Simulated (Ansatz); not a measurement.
Relaxation of FH$_{3}$NSi (6 atoms, charge 0, multiplicity 2), to a largest force component of 0.015 eV/Å in at most 40 steps.

All numbers below come from Ansatz 0.2.0, UKS r2SCAN-D4/6-31G.

```xyz
6
Properties=species:S:1:pos:R:3:forces:R:3
N -1.287 0.095 -0.334 -2.30 1.45 -0.33
Si 0.325 0.155 0.197 2.22 4.14 -0.01
F 0.617 -1.256 0.863 1.13 -3.77 1.88
H -1.358 -0.663 -0.965 -1.13 -1.73 -1.38
H 1.220 0.343 -0.991 0.06 0.07 -0.19
H 0.524 1.262 1.185 0.03 -0.16 0.03
```

Q: Where does it end, and by what steps?

A: The forces met the threshold. Limits of this set-up: no polarisation functions. After 7 steps the energy has fallen by 0.744 eV; H4 moved furthest, 0.52 Å.

```tsv
step	energy less start (eV)	largest force component (eV/Å)	accepted
0	0.0000	4.141	yes
1	-0.4925	1.952	yes
2	-0.5900	2.208	yes
3	-0.7008	0.519	yes
4	-0.7358	0.198	yes
5	-0.7430	0.070	yes
6	-0.7416	0.292	no
7	-0.7435	0.015	yes
```

```xyz
6
Properties=species:S:1:pos:R:3
N -1.179 0.154 -0.673
Si 0.412 0.139 0.149
F 0.852 -1.325 0.904
H -1.808 -0.659 -0.713
H 1.424 0.429 -0.917
H 0.341 1.198 1.205
```

Time of the run: 24 s on 1 thread of Arm Neoverse V2, on a shared host, peak memory 0.16 GiB.
